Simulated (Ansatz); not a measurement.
Breaking a bond: HF, singlet.

Levels of theory: RKS-PBE = Ansatz (an electronic-structure program) with restricted PBE/def2-SVP; UKS-PBE = unrestricted PBE/def2-SVP run with Ansatz; UKS-PBE0 = unrestricted PBE0/def2-SVP (Ansatz); FCI = full CI/def2-SVP, frozen core (Ansatz).

Energies relative to the lowest point of each curve near equilibrium, in kcal/mol; the last columns give the error against full CI:

| R / Å | RKS-PBE | UKS-PBE | UKS-PBE0 | FCI | RKS-PBE − FCI | UKS-PBE − FCI | UKS-PBE0 − FCI |
|---|---|---|---|---|---|---|---|
| 0.74 | 39.7 | 39.7 | 37.0 | 37.3 | 2.5 | 2.5 | -0.3 |
| 0.78 | 22.1 | 22.1 | 20.0 | 20.1 | 2.0 | 2.0 | -0.1 |
| 0.84 | 6.8 | 6.8 | 5.5 | 5.5 | 1.3 | 1.3 | 0.0 |
| 0.86 | 3.9 | 3.9 | 3.0 | 3.0 | 1.0 | 1.0 | 0.0 |
| 0.89 | 1.2 | 1.2 | 0.7 | 0.7 | 0.5 | 0.5 | 0.0 |
| 0.92 | 0.0 | 0.0 | 0.0 | 0.0 | 0.0 | 0.0 | 0.0 |
| 0.95 | 0.1 | 0.1 | 0.6 | 0.6 | -0.5 | -0.5 | 0.0 |
| 0.96 | 0.4 | 0.4 | 1.0 | 1.0 | -0.7 | -0.7 | 0.0 |
| 1.03 | 4.7 | 4.7 | 6.5 | 6.7 | -1.9 | -1.9 | -0.1 |
| 1.08 | 9.8 | 9.8 | 12.4 | 12.6 | -2.8 | -2.8 | -0.2 |
| 1.14 | 17.2 | 17.2 | 20.8 | 20.9 | -3.8 | -3.8 | -0.1 |
| 1.25 | 32.5 | 32.5 | 37.9 | 37.7 | -5.2 | -5.2 | 0.2 |
| 1.40 | 53.8 | 53.8 | 61.5 | 60.1 | -6.3 | -6.3 | 1.4 |
| 1.48 | 64.6 | 64.6 | 73.5 | 70.9 | -6.3 | -6.3 | 2.6 |
| 1.65 | 85.4 | 85.4 | 95.1 | 90.3 | -4.9 | -4.9 | 4.8 |
| 1.85 | 105.8 | 104.0 | 110.1 | 106.6 | -0.8 | -2.6 | 3.5 |
| 2.02 | 119.9 | 113.5 | 117.6 | 115.6 | 4.3 | -2.1 | 2.0 |
| 2.28 | 136.4 | 122.1 | 124.3 | 123.2 | 13.2 | -1.1 | 1.1 |
| 2.48 | 145.9 | 126.1 | 127.2 | 126.0 | 19.9 | 0.1 | 1.2 |
| 2.75 | 155.2 | 129.5 | 129.3 | 127.7 | 27.5 | 1.7 | 1.5 |
| 3.23 | 165.2 | 132.5 | 130.7 | 128.7 | 36.6 | 3.8 | 2.0 |
| 3.63 | 169.7 | 133.7 | 131.0 | 128.9 | 40.8 | 4.8 | 2.2 |

RKS-PBE is furthest from FCI at 3.63 (40.8 kcal/mol, above); its mean absolute error over the points is 8.3 kcal/mol.

UKS-PBE is furthest from FCI at 1.48 (-6.3 kcal/mol, below); its mean absolute error over the points is 2.5 kcal/mol.

UKS-PBE0 is furthest from FCI at 1.65 (4.8 kcal/mol, above); its mean absolute error over the points is 1.1 kcal/mol.

The restricted form behind RKS-PBE keeps the bonding electrons paired and can't separate into open-shell fragments. The unrestricted determinant behind UKS-PBE is spin-contaminated at 1.85 to 3.63 Å (<S²> up to 0.9, against 0.00 for a pure singlet). The unrestricted determinant behind UKS-PBE0 is spin-contaminated at 1.65 to 3.63 Å (<S²> up to 1.0, against 0.00 for a pure singlet).
